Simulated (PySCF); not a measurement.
# CH5FS: the cost of one run

Computed with PySCF 2.14.0; each step states its level. No surroundings beyond the atoms listed, unless a continuum is named. Atoms count from 0, parts from 1.

### 1 The system as given

8 atoms, charge 0, multiplicity 1; geometry: GFN2-xTB. Parts: 1 = atoms 0–2, `S`, charge 0; 2 = atoms 3–7, `CF`, charge 0.

### 2 Geometry optimisation at PBE0-D3(BJ)/def2-SVPD

Job settings and geometry (Å):

```
{"job": {"xc": "PBE0", "basis": "def2-SVPD", "d3": "d3bj", "grid": 2, "kind": "geom", "shake": 0.01}, "charge": 0, "multiplicity": 1, "parts": [{"atoms": "0-2", "charge": 0, "multiplicity": 1}, {"atoms": "3-7", "charge": 0, "multiplicity": 1}]}
S     -0.044377     0.603148     0.188983
H     -1.074724    -0.208391    -0.054500
H      0.795838    -0.211913    -0.349794
C      2.981436    -1.839514     1.211399
F      2.163242    -2.087761     0.108069
H      3.740421    -1.154786     0.913415
H      2.328751    -1.395904     1.984935
H      3.373264    -2.788593     1.545576
```

Run with:

```
$ OMP_NUM_THREADS=1 python cluster_run.py task.json out
```

The driver reads the jobs from task.json and runs them one after another.

Q: Estimate the wall time and peak memory of this first job on 1 thread of Arm Neoverse V2, shared host.

About 25 s, with a peak of 0.48 GiB.
